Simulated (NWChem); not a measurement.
Program: NWChem. System: N (+1), charge 1, spin multiplicity 3. Its SCF solution wasn't tested for a lower state. Level: UHF/def2-QZVP.

Input file:

```
start mol
memory heap 200 mb stack 900 mb global 1100 mb
charge 1
geometry units angstroms nocenter noautoz
  N      0.000000     0.000000     0.000000
  symmetry group D2h
end
basis spherical
  * library def2-qzvp
end
scf
  uhf
  nopen 2
  maxiter 100
  thresh 1e-7
  semidirect memsize 60000000 filesize 0
  # guess.movecs holds the orbitals of an unrestricted PBE0 run
  vectors input guess.movecs output mol.movecs
end
task scf energy
```

Output (cleaned and shortened):

```
             Northwest Computational Chemistry Package (NWChem) 7.3.0
             --------------------------------------------------------

                                NWChem Input Module
                                -------------------

 Scaling coordinates for geometry "geometry" by  1.889725989
 (inverse scale =  0.529177249)

                             Geometry "geometry" -> ""
                             -------------------------

 Output coordinates in angstroms (scale by  1.889725989 to convert to a.u.)

  No.       Tag          Charge          X              Y              Z
 ---- ---------------- ---------- -------------- -------------- --------------
    1 N                    7.0000     0.00000000     0.00000000     0.00000000

 Effective nuclear repulsion energy (a.u.)       0.0000000000

            Nuclear Dipole moment (a.u.)
            ----------------------------
        X                 Y               Z
 ---------------- ---------------- ----------------
     0.0000000000     0.0000000000     0.0000000000

      Symmetry information
      --------------------

 Group name             D2h
 Group number             26
 Group order               8
 No. of unique centers     1

      Symmetry unique atoms

     1


 Summary of "ao basis" -> "" (spherical)
 ------------------------------------------------------------------------------
       Tag                 Description            Shells   Functions and Types
 ---------------- ------------------------------  ------  ---------------------
 *                         def2-qzvp                  on all atoms

 Summary of "ao basis" -> "ao basis" (spherical)
 ------------------------------------------------------------------------------
       Tag                 Description            Shells   Functions and Types
 ---------------- ------------------------------  ------  ---------------------
 N                         def2-qzvp                17       57   7s4p3d2f1g

                                 NWChem SCF Module
                                 -----------------

  ao basis        = "ao basis"
  functions       =    57
  atoms           =     1
  alpha electrons =     4
  beta  electrons =     2
  charge          =   1.00
  wavefunction    = UHF
  use symmetry    = T
  symmetry adapt  = T

 Summary of "ao basis" -> "ao basis" (spherical)
 ------------------------------------------------------------------------------
       Tag                 Description            Shells   Functions and Types
 ---------------- ------------------------------  ------  ---------------------
 N                         def2-qzvp                17       57   7s4p3d2f1g

      Symmetry analysis of basis
      --------------------------

        ag         16
        au          2
        b1g         5
        b1u         8
        b2g         5
        b2u         8
        b3g         5
        b3u         8

 Forming initial guess at       0.1s

   Symmetry analysis of molecular orbitals - initial alpha
   -------------------------------------------------------

  Numbering of irreducible representations:

     1 ag          2 au          3 b1g         4 b1u         5 b2g
     6 b2u         7 b3g         8 b3u

  Orbital symmetries:

     1 ag          2 ag          3 b3u         4 b1u         5 b2u
     6 b1u         7 b3u         8 ag          9 b2u        10 ag
    11 b2g        12 b3g        13 b1g        14 ag

   Symmetry analysis of molecular orbitals - initial beta
   ------------------------------------------------------
[...]
              MO Center=  1.6D-18, -1.2D-21, -6.1D-19, r^2= 5.4D-01
   Bfn.  Coefficient  Atom+Function         Bfn.  Coefficient  Atom+Function
  ----- ------------  ---------------      ----- ------------  ---------------
    13     -0.430025  1 N  pz                10      0.404861  1 N  pz
    16     -0.301920  1 N  pz

 Vector    4  Occ=1.000000D+00  E=-1.116577D+00  Symmetry=b3u
              MO Center= -1.5D-22,  7.9D-36,  7.5D-33, r^2= 5.4D-01
   Bfn.  Coefficient  Atom+Function         Bfn.  Coefficient  Atom+Function
  ----- ------------  ---------------      ----- ------------  ---------------
    11     -0.430025  1 N  px                 8      0.404861  1 N  px
    14     -0.301920  1 N  px

 Vector    5  Occ=0.000000D+00  E=-4.604894D-01  Symmetry=b2u
              MO Center= -1.1D-34,  4.3D-18, -1.7D-35, r^2= 8.3D-01
   Bfn.  Coefficient  Atom+Function         Bfn.  Coefficient  Atom+Function
  ----- ------------  ---------------      ----- ------------  ---------------
    15      0.361192  1 N  py                12      0.353598  1 N  py
     9     -0.319858  1 N  py                18      0.188813  1 N  py

 Vector    6  Occ=0.000000D+00  E= 9.051985D-03  Symmetry=b1u
              MO Center=  4.0D-32,  1.2D-36, -4.7D-21, r^2= 4.2D+00
   Bfn.  Coefficient  Atom+Function         Bfn.  Coefficient  Atom+Function
  ----- ------------  ---------------      ----- ------------  ---------------
    19      1.379135  1 N  pz                16     -0.638514  1 N  pz
    10      0.169337  1 N  pz

 Vector    7  Occ=0.000000D+00  E= 9.051985D-03  Symmetry=b3u
              MO Center= -1.9D-20,  1.1D-35, -3.6D-32, r^2= 4.2D+00
   Bfn.  Coefficient  Atom+Function         Bfn.  Coefficient  Atom+Function
  ----- ------------  ---------------      ----- ------------  ---------------
    17      1.379135  1 N  px                14     -0.638514  1 N  px
     8      0.169337  1 N  px

                     UHF Final Beta Molecular Orbital Analysis
                     -----------------------------------------

 Vector    2  Occ=1.000000D+00  E=-1.305905D+00  Symmetry=ag
              MO Center=  3.9D-20, -7.8D-19,  1.8D-18, r^2= 5.6D-01
   Bfn.  Coefficient  Atom+Function         Bfn.  Coefficient  Atom+Function
  ----- ------------  ---------------      ----- ------------  ---------------
     6      0.618291  1 N  s                  5      0.333725  1 N  s
     7      0.190700  1 N  s                  3     -0.160316  1 N  s

 Vector    3  Occ=0.000000D+00  E=-4.045784D-01  Symmetry=b2u
              MO Center= -5.1D-19, -4.6D-18,  9.8D-19, r^2= 9.4D-01
   Bfn.  Coefficient  Atom+Function         Bfn.  Coefficient  Atom+Function
  ----- ------------  ---------------      ----- ------------  ---------------
    15      0.363245  1 N  py                12      0.327033  1 N  py
     9     -0.302602  1 N  py                18      0.240370  1 N  py

 Vector    4  Occ=0.000000D+00  E=-3.273916D-01  Symmetry=b3u
              MO Center=  4.6D-20,  1.3D-22,  7.1D-19, r^2= 1.1D+00
   Bfn.  Coefficient  Atom+Function         Bfn.  Coefficient  Atom+Function
  ----- ------------  ---------------      ----- ------------  ---------------
    14      0.340187  1 N  px                17      0.322196  1 N  px
    11      0.298919  1 N  px                 8     -0.284385  1 N  px

 Vector    5  Occ=0.000000D+00  E=-3.273916D-01  Symmetry=b1u
              MO Center= -2.6D-31, -1.6D-34, -3.7D-19, r^2= 1.1D+00
   Bfn.  Coefficient  Atom+Function         Bfn.  Coefficient  Atom+Function
  ----- ------------  ---------------      ----- ------------  ---------------
    16      0.340187  1 N  pz                19      0.322196  1 N  pz
    13      0.298919  1 N  pz                10     -0.284385  1 N  pz

 center of mass
 --------------
 x =   0.00000000 y =   0.00000000 z =   0.00000000

 moments of inertia (a.u.)
 ------------------
           0.000000000000           0.000000000000           0.000000000000
           0.000000000000           0.000000000000           0.000000000000
           0.000000000000           0.000000000000           0.000000000000

  Mulliken analysis of the total density
  --------------------------------------

    Atom       Charge   Shell Charges
 -----------   ------   -------------------------------------------------------
    1 N    7     6.00   1.06  0.00  0.69  0.21  0.58  1.20  0.26  0.65  0.82  0.49  0.04  0.00  0.00  0.00  0.00  0.00  0.00

  Mulliken analysis of the alpha density
  --------------------------------------

    Atom       Charge   Shell Charges
 -----------   ------   -------------------------------------------------------
    1 N    7     4.00   0.53  0.00  0.34  0.10  0.32  0.61  0.10  0.65  0.82  0.49  0.04  0.00  0.00  0.00  0.00  0.00  0.00

   Mulliken analysis of the beta density
   -------------------------------------

    Atom       Charge   Shell Charges
 -----------   ------   -------------------------------------------------------
    1 N    7     2.00   0.53  0.00  0.34  0.10  0.26  0.59  0.16  0.00  0.00  0.00 -0.00  0.00  0.00  0.00 -0.00  0.00  0.00

   Mulliken analysis of the spin density
   -------------------------------------

    Atom       Charge   Shell Charges
 -----------   ------   -------------------------------------------------------
    1 N    7     2.00   0.00 -0.00 -0.00 -0.00  0.05  0.01 -0.07  0.65  0.82  0.49  0.04  0.00  0.00  0.00  0.00  0.00 -0.00

       Multipole analysis of the density wrt the origin
       ------------------------------------------------

     L   x y z        total         alpha         beta         nuclear
     -   - - -        -----         -----         ----         -------
     0   0 0 0      1.000000     -4.000000     -2.000000      7.000000

     1   1 0 0     -0.000000     -0.000000     -0.000000      0.000000
     1   0 1 0     -0.000000     -0.000000      0.000000      0.000000
     1   0 0 1     -0.000000      0.000000     -0.000000      0.000000

     2   2 0 0     -2.841024     -2.175601     -0.665423      0.000000
     2   1 1 0     -0.000000     -0.000000     -0.000000      0.000000
     2   1 0 1      0.000000      0.000000     -0.000000      0.000000
     2   0 2 0     -2.070919     -1.344890     -0.726029      0.000000
     2   0 1 1     -0.000000     -0.000000      0.000000      0.000000
     2   0 0 2     -2.841024     -2.175601     -0.665423      0.000000

 Task  times  cpu:        0.7s     wall:        0.7s

 Total times  cpu:        0.8s     wall:        0.8s
```
